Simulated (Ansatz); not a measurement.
Zinc-blende GaP: PBE at its full settings (plane-wave cutoff 520 eV, 10×10×10 k mesh, Fermi–Dirac smearing 0.01 eV, scalar-relativistic PAW data made under PBE) and at cheaper ones, in a cell of 2 atoms with Γ-centred meshes.

| level and setting | equilibrium lattice constant a (Å) | bulk modulus (GPa) |
|---|---|---|
| PBE (Ansatz) | 5.506 | 76.7 |
| PBE (2×2×2 k mesh) (Ansatz) | 5.650 | 68.3 |
| PBE (4×4×4 k mesh) (Ansatz) | 5.514 | 77.1 |
| PBE (6×6×6 k mesh) (Ansatz) | 5.506 | 77.0 |
| PBE (Fermi-Dirac smearing of 0.3 eV) (Ansatz) | 5.507 | 75.7 |

Largest shifts from the full settings: lattice constant a +2.62 % (PBE (2×2×2 k mesh)), against a difference of +1.23 % of the full result from the reference 5.439 Å (measured, static lattice: zero-point anharmonic expansion removed; as tabulated in Mejia-Rodriguez and Trickey (2018), arXiv:1807.09216); bulk modulus -11.0 % (PBE (2×2×2 k mesh)), against a difference of -14.4 % of the full result from the reference 89.6 GPa (measured, 0 K value with the zero-point phonon effect removed; as tabulated in Mejia-Rodriguez and Trickey (2018), arXiv:1807.09216).

The full settings aren't shown to be converged themselves.

Ansatz's density-functional and Hartree–Fock values are scalar-relativistic unless marked +SOC, with PAW data made under PBE.

Run with cheap settings on purpose, which may leave them unconverged: PBE (2×2×2 k mesh), PBE (4×4×4 k mesh), PBE (6×6×6 k mesh), PBE (Fermi-Dirac smearing of 0.3 eV).

Ansatz is a first-principles code.
